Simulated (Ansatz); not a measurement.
A made-up structure of CH$_{6}$NSi (charge +1), singlet:

```
atom    x (Å)    y (Å)    z (Å)
  C1  -0.6444   0.7397  -0.5773
 Si2   0.6550  -0.0226  -0.1432
  N3   0.2688  -0.9800   0.9126
  H4  -1.6727   0.4814  -0.0644
  H5  -0.6745   0.4624  -1.6565
  H6  -0.3443   1.7848  -0.3278
  H7   2.1256   0.1523  -0.6893
  H8   0.9796  -1.4132   1.1664
  H9  -0.6931  -1.2048   1.3796
```

It is relaxed with PBE-D4/def2-SVP and then PBE0-D4/def2-TZVP (Ansatz 0.2.0). Atoms count as bonded within 1.22 times the sum of their covalent radii (H–H: 0.88 Å). The end point is not checked to be a true minimum.

(1) Does its bonding change? (Judge from chemistry; the calculation decides.)

## Answers

(1) The calculation gives: No: no bond forms or breaks.

Where it ends: The first stage lowers the energy by 4.03 eV in 7 steps. It ends as CH₆NSi ([CH3][SiH][NH2]), total charge +1:
C1  (-0.744, 0.925, -0.737)
Si2  (0.635, -0.065, -0.095)
N3  (0.422, -1.189, 1.083)
H4  (-1.689, 0.676, -0.253)
H5  (-0.833, 0.763, -1.817)
H6  (-0.526, 1.988, -0.588)
H7  (2.022, 0.056, -0.565)
H8  (1.178, -1.752, 1.454)
H9  (-0.467, -1.400, 1.517)
(Å)

Labels in which every atom is bracketed show which atoms are joined, not bond orders.

For scale, one of the runs: PBE0-D4/def2-TZVP relaxation, 135 basis functions, launched by `ansatz run in.yaml --threads 2 --pin off --events-out ev --progress --plain --max-ram 4352MiB`. Hardware: 2 CPU threads of an Arm Neoverse V2, shared host. Wall time about 11 s.
